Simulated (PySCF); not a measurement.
# C4H8 (isobutene): B2PLYP/6-31G(d) (spherical functions)

Aim: the energy change on altering one bond length of C4H8 (isobutene) at B2PLYP/6-31G* (spherical functions), from 2 runs. 

Program for the calculation: PySCF 2.14.0.

4 further runs of the same task are left out: 4 set aside as unsound or not needed. Runs told in other sessions of the task aren't counted.

## Step 1: Starting point

C4H8: 12 atoms, total charge 0, spin state singlet. SMILES: `C=C(C)C`. The shape is that of a GFN2-xTB optimisation.

Bond lengths: C1–C2 1.324 Å, C2–C3 1.504 Å, C2–C4 1.504 Å, C1–H5 1.077 Å, C1–H6 1.077 Å, C3–H7 1.089 Å, C3–H8 1.089 Å, C3–H9 1.087 Å, C4–H10 1.089 Å, C4–H11 1.089 Å, C4–H12 1.086 Å. Some angles: C1–C2–C3 121.1°, C1–C2–C4 121.1°, C3–C2–C4 117.8°, C2–C1–H5 121.9°, C2–C1–H6 121.8°, C2–C3–H7 110.4°, C2–C3–H8 110.4°, C2–C3–H9 111.6°, C2–C4–H10 110.4°, C2–C4–H11 110.4°.

## Step 2: The energy at B2PLYP/6-31G(d) (spherical functions)

File job.py:

```python
# C=C(C)C
from pyscf import gto, dft, mp

molecule = gto.M(
    atom='''
C     -0.897590     1.187450    -0.263890
C     -0.109400     0.148820    -0.032560
C      0.186100    -0.304240     1.370920
C      0.515320    -0.619420    -1.165240
H     -1.120920     1.520010    -1.263300
H     -1.354680     1.743190     0.537140
H     -0.732760    -0.600390     1.874810
H      0.630330     0.506570     1.946890
H      0.870360    -1.148440     1.382230
H     -0.255610    -1.048820    -1.803670
H      1.122810     0.040790    -1.782470
H      1.146060    -1.425510    -0.800870
''',
    max_memory=1860,
    charge=0,
    basis='6-31g*',
    verbose=3,
)

mf = dft.RKS(molecule, xc='0.53*HF + 0.47*B88, 0.73*LYP')
mf.conv_tol = 1e-10
mf.grids.level = 5
mf.kernel()
if not mf.converged:
    mf = mf.newton().run(mf.mo_coeff, mf.mo_occ)

pt = mp.MP2(mf, frozen=4).run()
etot = mf.e_tot + 0.27 * pt.e_corr
print('PT2 part  %.8f' % (0.27 * pt.e_corr))
print('Final energy', etot)
```

The run is started by

```console
OMP_NUM_THREADS=1 python job.py
```

The log of the run:

```text
converged SCF energy = -156.832147672493
E(RMP2) = -157.458991811497  E_corr = -0.626844139003272
E(SCS-RMP2) = -157.456828152678  E_corr = -0.624680480185075
PT2 part  -0.16924792
Final energy -157.0013955900242
```

Wall time 19 s (1 thread of Arm Neoverse V1, shared host); peak memory 0.37 GiB.

## Step 3: The distorted shape at the same level

File run.py:

```python
from pyscf import gto, dft, mp

mol = gto.M(
    atom='''
C       -1.085001       1.417916       0.075905
C       -0.296811       0.379286       0.307235
C       -0.001311      -0.073774       1.710715
C        0.515320      -0.619420      -1.165240
H       -1.308331       1.750476      -0.923505
H       -1.542091       1.973656       0.876935
H       -0.920171      -0.369924       2.214605
H        0.442919       0.737036       2.286685
H        0.682949      -0.917974       1.722025
H       -0.255610      -1.048820      -1.803670
H        1.122810       0.040790      -1.782470
H        1.146060      -1.425510      -0.800870
''',
    spin=0,
    charge=0,
    verbose=4,
    basis='6-31g*',
    max_memory=1860,
)

myscf = dft.RKS(mol, xc='0.53*HF + 0.47*B88, 0.73*LYP')
myscf.conv_tol = 1e-10
myscf.grids.level = 5
myscf.kernel()
if not myscf.converged:
    myscf = myscf.newton().run(myscf.mo_coeff, myscf.mo_occ)

pt = mp.MP2(myscf, frozen=4).run()
energy = myscf.e_tot + 0.27 * pt.e_corr
print('PT2 part  %.8f' % (0.27 * pt.e_corr))
print('Final energy', energy)
```

The run is started by

```console
OMP_NUM_THREADS=1 python run.py
```

The log of the run:

```text
PySCF version 2.14.0

[INPUT] num. atoms = 12
[INPUT] num. electrons = 32
[INPUT] charge = 0
[INPUT] spin (= nelec alpha-beta = 2S) = 0
[INPUT] symmetry False subgroup None
[INPUT] Mole.unit = angstrom
[INPUT] Symbol           X                Y                Z      unit          X                Y                Z       unit  Magmom
[INPUT]  1 C     -1.085001000000   1.417916000000   0.075905000000 AA   -2.050354734879   2.679472907639   0.143439661485 Bohr   0.0
[INPUT]  2 C     -0.296811000000   0.379286000000   0.307235000000 AA   -0.560891500758   0.716746662882   0.580590005881 Bohr   0.0
[INPUT]  3 C     -0.001311000000  -0.073774000000   1.710715000000 AA   -0.002477430949  -0.139412655114   3.232782827185 Bohr   0.0
[INPUT]  4 C      0.515320000000  -0.619420000000  -1.165240000000 AA    0.973813666511  -1.170534156078  -2.201984469388 Bohr   0.0
[INPUT]  5 H     -1.308331000000   1.750476000000  -0.923505000000 AA   -2.472387270278   3.307920227624  -1.745171524666 Bohr   0.0
[INPUT]  6 H     -1.542091000000   1.973656000000   0.876935000000 AA   -2.914129649157   3.729669304105   1.657166979045 Bohr   0.0
[INPUT]  7 H     -0.920171000000  -0.369924000000   2.214605000000 AA   -1.738871177767  -0.699055046904   4.184996924092 Bohr   0.0
[INPUT]  8 H      0.442919000000   0.737036000000   2.286685000000 AA    0.836995605366   1.392796183945   4.321208383151 Bohr   0.0
[INPUT]  9 H      0.682949000000  -0.917974000000   1.722025000000 AA    1.290586567046  -1.734719449471   3.254155629654 Bohr   0.0
[INPUT] 10 H     -0.255610000000  -1.048820000000  -1.803670000000 AA   -0.483032894700  -1.981982553966  -3.408442319094 Bohr   0.0
[INPUT] 11 H      1.122810000000   0.040790000000  -1.782470000000 AA    2.121803389923   0.077081928621  -3.368380125253 Bohr   0.0
[INPUT] 12 H      1.146060000000  -1.425510000000  -0.800870000000 AA    2.165739522319  -2.693823487829  -1.513424961380 Bohr   0.0

nuclear repulsion = 112.8797630827
number of shells = 40
number of NR pGTOs = 140
number of NR cGTOs = 72
basis = 6-31g*
ecp = {}

******** <class 'pyscf.dft.rks.RKS'> ********
method = RKS
initial guess = minao
damping factor = 0
level_shift factor = 0
DIIS = <class 'pyscf.scf.diis.CDIIS'>
diis_start_cycle = 1
diis_space = 8
diis_damp = 0
SCF conv_tol = 1e-10
SCF conv_tol_grad = None
SCF max_cycles = 50
direct_scf = True
direct_scf_tol = 1e-13
XC library pyscf.dft.libxc version 7.0.0
    S. Lehtola, C. Steigemann, M. J.T. Oliveira, and M. A.L. Marques.,  SoftwareX 7, 1–5 (2018)
XC functionals = 0.53*HF + 0.47*B88, 0.73*LYP
    A. D. Becke.,  Phys. Rev. A 38, 3098 (1988)
    C. Lee, W. Yang, and R. G. Parr.,  Phys. Rev. B 37, 785 (1988)
    B. Miehlich, A. Savin, H. Stoll, and H. Preuss.,  Chem. Phys. Lett. 157, 200 (1989)
radial grids:
    Treutler-Ahlrichs [JCP 102, 346 (1995); DOI:10.1063/1.469408] (M4) radial grids

becke partition: Becke, JCP 88, 2547 (1988); DOI:10.1063/1.454033
pruning grids: <function nwchem_prune>
grids dens level: 5
symmetrized grids: False
atomic radii adjust function: <function treutler_atomic_radii_adjust>
small_rho_cutoff = 0
Set gradient conv threshold to 1e-05
Initial guess from minao.
tot grids = 360232
init E= -156.825160769178
  HOMO = -0.278604516199539  LUMO = -0.00784287573596654  gap/eV = 7.36780
cycle= 1 E= -156.753740197394  delta_E= 0.0714  |g|= 0.274  |ddm|= 2.77
  HOMO = -0.260851438791384  LUMO = 0.10726761000759  gap/eV = 10.01703
cycle= 2 E= -156.769899745438  delta_E= -0.0162  |g|= 0.179  |ddm|= 0.379
  HOMO = -0.288292363034083  LUMO = 0.0902759918731713  gap/eV = 10.30137
cycle= 3 E= -156.777310637914  delta_E= -0.00741  |g|= 0.0492  |ddm|= 0.167
  HOMO = -0.291450626017273  LUMO = 0.0870731963296776  gap/eV = 10.30016
cycle= 4 E= -156.77783526333  delta_E= -0.000525  |g|= 0.0253  |ddm|= 0.0667
  HOMO = -0.287534514607328  LUMO = 0.0909575856438058  gap/eV = 10.29929
cycle= 5 E= -156.778005075214  delta_E= -0.00017  |g|= 0.00173  |ddm|= 0.0223
  HOMO = -0.287756145621742  LUMO = 0.0907510898888773  gap/eV = 10.29971
cycle= 6 E= -156.77800586482  delta_E= -7.9e-07  |g|= 0.000917  |ddm|= 0.00261
  HOMO = -0.287694581177849  LUMO = 0.0907960027156376  gap/eV = 10.29925
cycle= 7 E= -156.778006096551  delta_E= -2.32e-07  |g|= 0.000244  |ddm|= 0.000903
  HOMO = -0.287701581085173  LUMO = 0.0907977343381914  gap/eV = 10.29949
cycle= 8 E= -156.778006113583  delta_E= -1.7e-08  |g|= 5.85e-05  |ddm|= 0.000302
  HOMO = -0.287694344395649  LUMO = 0.0908037955332825  gap/eV = 10.29946
cycle= 9 E= -156.77800611461  delta_E= -1.03e-09  |g|= 2.13e-05  |ddm|= 8.73e-05
  HOMO = -0.287697725435425  LUMO = 0.0908011419693051  gap/eV = 10.29948
cycle= 10 E= -156.778006114739  delta_E= -1.29e-10  |g|= 4.55e-06  |ddm|= 2.87e-05
  HOMO = -0.287697753836454  LUMO = 0.0908011648043581  gap/eV = 10.29948
cycle= 11 E= -156.778006114747  delta_E= -8.3e-12  |g|= 5.99e-07  |ddm|= 8.95e-06
  HOMO = -0.287697808121135  LUMO = 0.0908011513247677  gap/eV = 10.29948
Extra cycle  E= -156.778006114748  delta_E= -8.53e-13  |g|= 2.64e-07  |ddm|= 1.18e-06
converged SCF energy = -156.778006114748

******** <class 'pyscf.mp.mp2.RMP2'> ********
nocc = 12, nmo = 68
frozen orbitals 4
E(RMP2) = -157.41508176704  E_corr = -0.637075652291822
E(SCS-RMP2) = -157.41561907539  E_corr = -0.637612960641695
E_corr(same-spin) = -0.146397487048259
E_corr(oppo-spin) = -0.490678165243563
PT2 part  -0.17201043
Final energy -156.95001654086684
```

It took 20 s on 1 thread of Arm Neoverse V1, shared host; peak memory 0.36 GiB.

## Step 4: Outcome

Level: B2PLYP/6-31G* (spherical functions), 4 core orbitals frozen.

```
                                                         quantity          value
                                        first shape: total energy  -157.00140 Eh
                            first shape: dipole moment (SCF part)         0.47 D
                   first shape: HOMO energy (SCF part's orbitals)       -7.51 eV
                   first shape: LUMO energy (SCF part's orbitals)        2.34 eV
                 first shape: HOMO–LUMO gap (SCF part's orbitals)        9.86 eV
                                    distorted shape: total energy  -156.95002 Eh
                        distorted shape: dipole moment (SCF part)         0.39 D
               distorted shape: HOMO energy (SCF part's orbitals)       -7.83 eV
               distorted shape: LUMO energy (SCF part's orbitals)        2.47 eV
             distorted shape: HOMO–LUMO gap (SCF part's orbitals)       10.30 eV
energy change with the C2–C4 bond stretched from 1.504 to 1.956 Å       1.398 eV
```

What this shows: With the C2–C4 bond stretched from 1.504 to 1.956 Å the energy rises by 1.40 eV (32 kcal/mol). The first shape isn't relaxed at this level, so the change isn't measured from a minimum. Mulliken charges (distorted shape) run from -0.52 on C3 to +0.17 on H7; they depend strongly on the basis.
